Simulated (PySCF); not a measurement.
# Vibration and rotation of HCl⁺

UHF-CCSD(T) constants of HCl⁺, ²Π (doublet), unpaired electrons π ↑ (basis H aug-pcseg-1, Cl aug-pcseg-1; no relativity; PySCF 2.14; masses 1.0078 and 34.9689 u):

| Property | Result |
| --- | --- |
| ωe | 2701.7 cm⁻¹ |
| ωexe | 56.7 cm⁻¹ |
| Be | 9.7701 cm⁻¹ |
| αe | 0.319 cm⁻¹ |
| De to H + Cl⁺ | 4.41 eV |

Problem. What force constant and bond length do these constants imply?

Solution. Reduced mass μred = 0.97959 u; k = 5.8918×10⁻⁷·μred·ωe² (u, cm⁻¹, mdyn/Å) = 4.21 mdyn/Å; Re = √(16.8576/(μred·Be)) (u, cm⁻¹, Å) = 1.327 Å.

Problem. Estimate the centrifugal constant D from the Kratzer relation and find the Dunham coefficient a1.

Solution. D = 4Be³/ωe² = 0.000511 cm⁻¹; a1 = −1 − αeωe/(6Be²) = -2.50.

Correlated steps freeze 5 core orbitals. Correlated levels converge slowly with the basis: in double zeta they bind strong bonds too weakly, by up to about 1 eV, and carry superposition errors of some tenths. For an ion De counts to the pair picked by the measured ionisation energies or electron affinities, which need not be the lowest pair at this level. The state was picked by a PBE0 search and need not be the measured ground state.
